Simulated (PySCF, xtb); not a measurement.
## Two structures of C2H3Al+

Structure X is a doublet given by its coordinates and structure Y is a doublet given by its coordinates. Both are isolated ions in the gas phase, relaxed with PBE0-D3(BJ)/pcseg-1.

X (Å):

```yaml
atoms:
  - { symbol: C, position_ang: [-2.5468, 1.1814, 0.5627] }
  - { symbol: C, position_ang: [-2.3029, 0.6932, -0.6221] }
  - { symbol: Al, position_ang: [-1.9631, 0.0121, -2.2726] }
  - { symbol: H, position_ang: [-3.0946, 0.6092, 1.3236] }
  - { symbol: H, position_ang: [-2.2158, 2.1873, 0.8543] }
  - { symbol: H, position_ang: [-1.6733, -0.5689, -3.6804] }
```

Close contacts (Å): C1–C2 1.30, C2–Al3 1.82, C1–H4 1.10, C1–H5 1.10, Al3–H6 1.55.

Y (Å):

```xyz
6

C    -2.9985    1.0543   -0.0779
C    -2.1665    0.0866    0.0641
Al   -1.8590    0.9451   -1.6914
H    -3.8242    1.6365    0.3437
H    -1.7910   -0.7288    0.6908
H    -1.2592    1.2558   -3.0881
```

Close contacts (Å): C1–C2 1.28, C1–Al3 1.98, C2–Al3 1.98, C1–H4 1.09, C2–H5 1.09, Al3–H6 1.55.

Task: Which of the two would you expect CCSD(T)/def2-SVP electronic energies to favour?

Result: Too close to call at this level: CCSD(T)/def2-SVP gives E(Y) − E(X) = +0.002 eV.

The same difference at several levels:

```
              level             geometry  E(Y) − E(X) (eV)  departure from the last row (eV)  job, with rough time for the two
           GFN2-xTB             GFN2-xTB              +0.092                            +0.090              optimisation, 0.15 s
          HF/STO-3G             GFN2-xTB              +1.102                            +1.100               single point, 1.6 s
 r2SCAN-D4/def2-SVP             GFN2-xTB              −0.108                            −0.110                single point, 95 s
PBE0-D3(BJ)/pcseg-1  PBE0-D3(BJ)/pcseg-1              +0.050                            +0.048                optimisation, 78 s
        HF/def2-SVP  PBE0-D3(BJ)/pcseg-1              +0.459                            +0.457           part of the CCSD(T) run
       MP2/def2-SVP  PBE0-D3(BJ)/pcseg-1              −0.319                            −0.321           part of the CCSD(T) run
   CCSD(T)/def2-SVP  PBE0-D3(BJ)/pcseg-1              +0.002                                                  single point, 13 s
```

The largest departure from CCSD(T)/def2-SVP is that of HF/STO-3G, 1.100 eV. No reliable frequencies are at hand for X or Y, so they aren't confirmed as minima.

Open shells are spin-unrestricted, with notable spin contamination under HF/STO-3G, HF/def2-SVP, MP2/def2-SVP, CCSD(T)/def2-SVP. The correlated steps freeze 7 core orbitals. Codes used: PySCF 2.14.0, xtb 6.7.1; the last row on 2 threads of Intel(R) Xeon(R) Platinum 8488C (Sapphire Rapids) on a shared host.
